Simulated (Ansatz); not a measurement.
Process, species as SMILES: [OH] (OH) → OH+ (triplet, bonded as [OH]) + e-
B3LYP-D3(BJ)/def2-TZVP geometries, fixed; electronic energies without zero-point terms.
Largest species:
```xyz
2

O      0.0000     0.0000    -0.1085
H      0.0000     0.0000     0.8682
```
Charge 0, spin multiplicity 2.

Basis-set convergence of the adiabatic ionisation energy at PBE0 with Ansatz (a quantum-chemistry and plane-wave program). All functions are spherical. The program fits the integrals of some runs and decomposes those of others, by size. Open shells are unrestricted. No added dispersion term, no relativity. Functions are those of the species that has most. Reference: the value in aug-cc-pV5Z, 13.019 eV, itself unsure by roughly 0.002 eV (its mean distance from pcseg-4, aug-pcseg-3, aug-cc-pVQZ). Deviations are taken from unrounded values.

| basis | functions | adiabatic ionisation energy (eV) | minus reference (eV) |
|---|---|---|---|
| 3-21G | 11 | 12.280 | -0.739 |
| cc-pVDZ | 19 | 12.676 | -0.343 |
| def2-SVP | 19 | 12.784 | -0.235 |
| aug-cc-pVDZ | 32 | 13.011 | -0.008 |
| pcseg-2 | 44 | 13.020 | 0.000 |
| def2-TZVPP | 45 | 12.974 | -0.045 |
| aug-pcseg-2 | 69 | 13.034 | 0.015 |
| aug-cc-pVQZ | 126 | 13.021 | 0.002 |
| pcseg-4 | 162 | 13.020 | 0.001 |

The smallest set listed that lies within 0.1 eV of the reference with all its larger relatives (same family, alike in diffuse functions; a set with none counts only in the reference's own line) is aug-cc-pVDZ (32 functions, -0.008 eV off). (Relatives not listed, tested too: jun-cc-pV(T+d)Z 0.000, aug-cc-pVTZ 0.000, def2-QZVP -0.015, def2-QZVPP -0.015, pcseg-3 0.002, aug-pcseg-3 0.004, aug-cc-pV5Z 0.000 eV.)
